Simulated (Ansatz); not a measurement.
Barrier C2H6 (SMILES CC) + NH2 (SMILES [NH2]) via C2H8N, on the benchmark's geometries as Psi4's copy gives them; open shells unrestricted, no zero-point energy, no spin–orbit coupling.
Transition structure (charge 0, multiplicity 2):
```xyz
11

C     -1.4857    -0.4482     0.0000
C     -0.5050     0.7017     0.0000
N      1.8652    -0.3402    -0.0001
H     -1.3542    -1.0765    -0.8805
H     -1.3542    -1.0766     0.8804
H     -2.5170    -0.0862     0.0000
H     -0.5222     1.3161    -0.8972
H     -0.5222     1.3160     0.8973
H      0.6650     0.1480     0.0000
H      2.2466     0.1597    -0.8048
H      2.2464     0.1591     0.8052
```

Correlated levels freeze the cores. CBS: X⁻³ extrapolation of the correlation energy, Hartree–Fock from the larger set. MP2 and its Hartree–Fock in aug-cc-pVQZ, aug-cc-pVTZ are density fitted.

Codes used: Ansatz (an electronic-structure program). Each number belongs to the level named beside it.

Barrier heights (kcal/mol): PBE/def2-TZVPPD 1.56; B3LYP/def2-TZVPPD 8.84; wB97M-V/def2-TZVPPD 10.51; MP2/CBS(aug-cc-pVTZ, aug-cc-pVQZ) + ΔCCSD(T)/aug-cc-pVDZ 11.49.

Question: With all else equal, by what factor does exp(−ΔE‡/RT) at 298.15 K differ from its value at MP2/CBS(aug-cc-pVTZ, aug-cc-pVQZ) + ΔCCSD(T)/aug-cc-pVDZ?

Answer: 
RT = 0.5925 kcal/mol, so the factor is exp(−(ΔE‡ − 11.49)/RT): PBE/def2-TZVPPD 1.9e+07; B3LYP/def2-TZVPPD 88; wB97M-V/def2-TZVPPD 5.3. Each 1.36 kcal/mol is a factor of ten. MP2/CBS(aug-cc-pVTZ, aug-cc-pVQZ) + ΔCCSD(T)/aug-cc-pVDZ is the comparison, a level with limits of its own.
